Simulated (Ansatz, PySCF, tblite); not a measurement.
**Band gap of zinc-blende AlP: levels of theory against measurement**

Reference value: 2.54 eV (measured, zero-point renormalisation of 0.02 eV added back here (the table's ZPR column); inputs from Chen et al. (2018), doi:10.1103/physrevmaterials.2.073803).

```csv
level (code),value (eV),cell (Å³/atom),error (eV)
GFN1-xTB (tblite),0.00,21.56,-2.54
LDA (Ansatz),1.45 (indirect),20.38,-1.09
PBE (Ansatz),1.59 (indirect),20.38,-0.95
PBE-D3(BJ) (Ansatz),1.57 (indirect),20.26,-0.97
PBE-D4 (Ansatz),1.57 (indirect),20.26,-0.97
B3LYP (VWN-RPA form) (Ansatz),2.94 (indirect),20.38,+0.40
HSE06 (Ansatz),2.27 (indirect),20.38,-0.27
HSE06-D3(BJ) (Ansatz),2.22 (indirect),19.88,-0.32
Hartree–Fock (Ansatz),7.82 (indirect),20.38,+5.28
G0W0@PBE (PySCF),2.56 ± 0.05,20.38,+0.02
G0W0@PBE+SOC (Ansatz),2.41,20.38,-0.13
G0W0@PBE0 (PySCF),3.03 ± 0.06,20.38,+0.49
```

Leaving aside GFN1-xTB (doubt noted below): Once the reference is moved by up to 0.10 eV (a margin picked here for doubts on the reference and the settings) and values within 0.03 eV count as equal, the nearest can be G0W0@PBE (+0.02 eV) or G0W0@PBE+SOC (-0.13 eV). Farthest off among them: Hartree–Fock (+5.28 eV).

Density-functional gaps are differences of (generalised) Kohn–Sham levels of a static lattice; semilocal ones lie below quasiparticle gaps as a rule. Measured gaps hold zero-point and thermal shifts unless a correction is named. A gap of zero means that the bands touch or overlap; how far they overlap is not shown.  A ± on a computed value is a rough bar: the spread of its extrapolation, a floor set from checks against published values, or a statistical error. GFN1-xTB: the gap is read on the k mesh or supercell of the run alone and can be too large. GFN1-xTB: the method was fitted mainly to molecules. G0W0@PBE+SOC: spin–orbit coupling enters as the shift of the gap found with a semilocal functional. Values are at the measured cell; GFN1-xTB at the level's own relaxed cell; PBE-D3(BJ) at the level's own relaxed cell; PBE-D4 at the level's own equilibrium cell; HSE06-D3(BJ) at the level's own relaxed cell. Cutoffs and k meshes differ between the levels. Ansatz's density-functional and Hartree–Fock values are scalar-relativistic unless marked +SOC, with PAW data made under PBE.

Differences are worked out from the printed values.

Ansatz is a quantum-chemistry and plane-wave program.
